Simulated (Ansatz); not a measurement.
We consider corundum (α-Al2O3), described by PBE-D3(BJ) (Ansatz, a program for electronic structure, plane waves, PAW).

Run with plane-wave cutoff 500 eV, 8×8×8 k mesh, gaussian smearing 0.02 eV, scalar-relativistic PAW data made under PBE.

Computed at the level's own relaxed cell.

Estimate the equilibrium volume per atom, lattice constant a, lattice parameter c and band gap that the calculation returns.


- equilibrium volume per atom = 8.60 Å³/atom
- lattice constant a = 4.780 Å
- lattice parameter c = 13.037 Å
- band gap = 6.07 eV (on the SCF k mesh)

Measured, for comparison: lattice constant a 4.759 Å, lattice parameter c 12.991 Å (temperature not stated, not corrected to a static lattice; as tabulated in Lallet et al. (2009), arXiv:0801.3594). Computed (rounded) less measured: lattice constant a +0.4 %, lattice parameter c +0.4 %.

Computed values are for the static lattice.

It cost roughly 80 core-seconds of CPU time.
